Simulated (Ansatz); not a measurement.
A calculation with Ansatz (development build ahead of 0.2.0).

```yaml
crystal:
  periodic: [false, false, false]
  atoms:
    - { symbol: Al, position_ang: [0.0, 0.0, 0.0] }
    - { symbol: "N", position_ang: [0.0, 0.0, 1.8753] }
basis:
  gaussian: { orbitals: def2-SVP }
magnetization:
  spin_polarized: true
  initial_magnetization: 2
hamiltonian:
  xc: hf
correlation:
  method: mp2
  frozen_orbitals: { Al: 5, "N": 1 }
```

The input is written out in the form of the current development build from the run's settings.

Results

```
Converged                       : yes
Reference energy                : -296.16017 hartree
Correlation energy              : -0.13367 hartree
Total energy                    : -296.29384 hartree
Spin squared of the determinant : 2.065
Stability test                  : minimum
```

Messages of the program:
```
mean field -8058.92875541 eV, -296.1601692232 hartree, gradient 1.2e-6 eV, S^2 2.064610; 17 other ends of a descent, 0 dependent functions left out
```

Caution: a plain start can end on a higher determinant.
